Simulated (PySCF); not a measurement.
**Field gradients at the hydrogen positions**

Species: 4-methyl-1,3-dioxolane, C₄H₈O₂.
Geometry (PBE0-D3(BJ)/def2-SVP, Å), atoms numbered from 1 in this order:
```
atom  x, y, z in Å
C1    -1.4936   -0.1739    1.0303
C2    -0.3819    0.3911    0.1843
C3     1.0344    0.0044    0.5872
O4     1.7444    0.1174   -0.6190
C5     0.8351   -0.0882   -1.6686
O6    -0.4481   -0.1478   -1.1222
H7    -1.4172   -1.2704    1.0806
H8    -2.4724    0.0837    0.6017
H9    -1.4486    0.2331    2.0517
H10   -0.4595    1.4977    0.1406
H11    1.4822    0.6760    1.3344
H12    1.0553   -1.0325    0.9799
H13    1.0311   -1.0417   -2.1956
H14    0.9388    0.7511   -2.3855
```

Level: PBE0/pcSseg-1 (PySCF, non-relativistic); Q(2H) = 0.00286 b; rigid geometry, the same for H and D, with no vibrational averaging.

Question: Rank these positions by the coupling χzz of a deuteron there, largest first.
A. H8 (methyl hydrogen)
B. H11 (methylene hydrogen)
C. H14 (methylene hydrogen)

Answer: A (197 kHz), B (191 kHz), C (177 kHz).

Question: What are Vzz, η and χzz (234.96 MHz × Q × Vzz) at all hydrogens?

Answer: 
```csv
atom,bonded to,bond length (Å),Vzz (au),η,χzz (kHz)
H7,C1,1.100,0.2904,0.03,195
H8,C1,1.099,0.2929,0.03,197
H9,C1,1.100,0.2917,0.03,196
H10,C2,1.110,0.2640,0.04,177
H11,C3,1.100,0.2838,0.05,191
H12,C3,1.109,0.2673,0.05,180
H13,C5,1.107,0.2661,0.04,179
H14,C5,1.109,0.2633,0.03,177
```

Question: How does χzz go with the bond length over the 8 C–H bonds?

Answer: A straight-line fit has a slope of -18.3 kHz for each 0.01 Å, with a correlation coefficient of -0.97, over lengths from 1.099 to 1.110 Å. The longer bonds have the smaller couplings here.

The structure is a single PBE0-D3(BJ)/def2-SVP conformer in the gas phase; no vibrational or solvent corrections. With a basis this small, the couplings can be 20 % off.

The run behind these numbers computed NMR shieldings as well. Time: 17 s of wall time. Hardware: x86-64 server, one thread, shared host.
